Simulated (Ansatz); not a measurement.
A nudged elastic band was laid between two geometries of C2H (3 atoms, charge 1, multiplicity 1).

These are results of Ansatz, UKS BHLYP/def2-SVP, not measurements.

```
movable images  : 5
climbing image  : yes
spring          : 5.0 eV/Å²
optimiser       : quadratic models (default)
start path      : through a guess of the saddle point
force threshold : 0.05 eV/Å
iteration limit : 60
end points      : relaxed
```

First end point:

```xyz
3
Properties=species:S:1:pos:R:3
C 0.410 -1.117 0.107
C -0.018 0.049 -0.005
H -0.392 1.068 -0.102
```

Last end point:

```xyz
3
Properties=species:S:1:pos:R:3
C -0.018 0.049 -0.005
C 0.410 -1.118 0.107
H -0.392 1.068 -0.102
```

(1) What changes between the two ends?

(2) What energy profile does the band end with?

(3) What is the geometry of the highest image?

(4) What are the harmonic wavenumbers there?

Results:

(1) Bonds broken: C2–H3. Bonds formed: C1–H3.  The two ends are copies of one structure, up to a mirror image or an exchange of like atoms.

(2) It converged. The highest image is number 3 of 0 to 6, 1.47 eV above the ends, which have the same energy within 2 meV. A vibrational analysis at the climbing image gives one clearly imaginary mode, 428i cm⁻¹: a first-order saddle point. Limits of this set-up: the dipole of an ion depends on the origin.

```
image  path coordinate (Å)  energy (eV)  C2–H3 (Å)  C1–H3 (Å)
    0                 0.00         0.00       1.09       2.34
    1                 0.40         0.42       1.08       2.15
    2                 0.80         1.18       1.13       1.75
    3                 1.20         1.47       1.30       1.30
    4                 1.60         1.18       1.75       1.13
    5                 2.00         0.42       2.15       1.08
    6                 2.40         0.00       2.34       1.09
```

(3) 
```xyz
3
Properties=species:S:1:pos:R:3
C 0.522 -0.454 0.225
C -0.577 -0.301 -0.322
H 0.055 0.755 0.097
```

(4) 428i, 2021, 2357 cm⁻¹.

The run took 30 s on 1 thread of Intel(R) Xeon(R) 6975P-C (Granite Rapids), on a shared host, peak memory 0.1 GiB.
